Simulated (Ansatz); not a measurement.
```xyz
4

H     0.3700    0.0000    3.8000
H    -0.3700    0.0000    3.8000
Li    1.3400    0.0000    0.0000
Li   -1.3400    0.0000    0.0000
```

RHF on singlet Li2H2 was run in several spherical basis sets with Ansatz (development build ahead of 0.2.0).

(1) Rank the basis sets by the total energy that they give, lowest first, with the distance from the lowest.
A. cc-pVDZ
B. 6-31G
C. def2-SVP

## Answers

(1) A (0.00 eV), B (0.15 eV), C (0.39 eV).

Totals follow the description of the cores as much as that of the bonds, so this order isn't one of quality for chemistry.
